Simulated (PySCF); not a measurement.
C2H6O, SMILES CCO, CAM-B3LYP/def2-SVP optimised geometry.

```
9

C      0.83    -0.36     0.00
C     -0.69    -0.36     0.00
O     -1.23     0.94     0.00
H      1.22     0.21    -0.86
H      1.23     0.10     0.92
H      1.23    -1.39    -0.06
H     -1.06    -0.85    -0.91
H     -1.06    -0.96     0.85
H     -0.94     1.39     0.80
```

Density from CAM-B3LYP/def2-TZVP run with PySCF 2.14.0 at that geometry.

Minimum of the electron density along straight lines between bonded atoms, close to the bond critical point (lines longer than 1.1 times the sum of covalent radii, or with two minima, are not listed):

| bond | length / Å | ρ at the minimum / e bohr⁻³ | ∇²ρ there / e bohr⁻⁵ | position (fraction from the first atom) |
|---|---|---|---|---|
| C1–C2 | 1.518 | 0.256 | -0.67 | 0.50 |
| C2–O3 | 1.406 | 0.268 | ? | 0.36 |
| C1–H4 | 1.100 | 0.274 | -0.93 | 0.64 |
| C1–H5 | 1.103 | 0.271 | -0.91 | 0.64 |
| C1–H6 | 1.101 | 0.272 | -0.92 | 0.64 |
| C2–H7 | 1.101 | 0.282 | -1.00 | 0.65 |
| C2–H8 | 1.108 | 0.277 | -0.96 | 0.64 |
| O3–H9 | 0.964 | 0.360 | ? | 0.80 |

Fill in the missing entries.


- C2–O3, ∇²ρ there / e bohr⁻⁵: -0.63
- O3–H9, ∇²ρ there / e bohr⁻⁵: -2.40
